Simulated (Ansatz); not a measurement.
What does this script print? It uses Ansatz 0.2.0, Python API.

`scan.py`
```python
import logging
import sys

import ansatz as az
import numpy as np

logging.basicConfig(stream=sys.stdout, format='%(levelname)s:%(name)s:%(message)s')
logger = logging.getLogger('bh2')
logger.setLevel(logging.INFO)

GEOMETRY = '''
B     0.26284   -0.16623    0.12864
H     0.28002    0.98532    0.26098
H    -0.54286   -0.81909   -0.38963
'''

bh2 = az.Crystal.molecule()
for line in GEOMETRY.strip().splitlines():
    symbol, *xyz = line.split()
    bh2 = bh2.atom(symbol, [float(v) for v in xyz])

symbols = [site.symbol for site in bh2.cartesian_sites]
start = np.array([site.position_ang for site in bh2.cartesian_sites])
axis = (start[2] - start[0]) / np.linalg.norm(start[2] - start[0])
moving = [2]
lengths, energies = [1.02, 1.067, 1.113, 1.159, 1.206, 1.252, 1.298, 1.368], []
for length in lengths:
    xyz = start.copy()
    xyz[moving] += (length - np.linalg.norm(start[2] - start[0])) * axis
    point = az.Crystal.molecule()
    for symbol, place in zip(symbols, xyz):
        point = point.atom(symbol, place.tolist())
    setup = point.calculation()
    setup = setup.basis(gaussian='cc-pVDZ')
    setup = setup.functional('b3lyp').spin('collinear', total=1)
    data = setup.run().report
    energies.append(data['free_energy_ev'])
    logger.info(f'r = {length:6.3f} A  E = {energies[-1]:.5f} eV  <S^2> = {abs(data["mean_field"]["state"]["spin_squared"]):.3f}')

fit = np.polynomial.Polynomial.fit(lengths, np.array(energies) - min(energies), 4).convert()
roots = [r.real for r in fit.deriv().roots() if abs(r.imag) < 1e-9 and fit.deriv(2)(r.real) > 0]
r_e = min(roots, key=lambda r: abs(r - lengths[int(np.argmin(energies))]))
logger.info(f'minimum of the fit at {r_e:.4f} A, force constant {fit.deriv(2)(r_e):.2f} eV/A^2')
```

```console
$ python scan.py
INFO:bh2:r =  1.020 A  E = -705.15843 eV  <S^2> = 0.751
INFO:bh2:r =  1.067 A  E = -705.43113 eV  <S^2> = 0.751
INFO:bh2:r =  1.113 A  E = -705.59816 eV  <S^2> = 0.751
INFO:bh2:r =  1.159 A  E = -705.68619 eV  <S^2> = 0.751
INFO:bh2:r =  1.206 A  E = -705.71099 eV  <S^2> = 0.751
INFO:bh2:r =  1.252 A  E = -705.68456 eV  <S^2> = 0.751
INFO:bh2:r =  1.298 A  E = -705.61853 eV  <S^2> = 0.751
INFO:bh2:r =  1.368 A  E = -705.46086 eV  <S^2> = 0.751
INFO:bh2:minimum of the fit at 1.2027 A, force constant 23.86 eV/A^2
```

Notes:
- Total energies depend on the basis set; only differences at equal settings carry meaning.
- The rest of the molecule is held rigid at a force-field or estimated start geometry, and the basis set is modest; single-reference methods fail as a bond breaks.
- The species is open-shell (spin multiplicity 2).
- b3lyp holds the VWN-RPA fit, as in Gaussian; the form of ORCA and Turbomole is b3lyp5.
- Run time: 4 s on 1 thread of Intel(R) Xeon(R) Platinum 8259CL CPU @ 2.50GHz (Skylake/Cascade Lake), on a shared host, peak memory 0.15 GiB.

(Lines on the test bed's own set-up are left out of the output.)
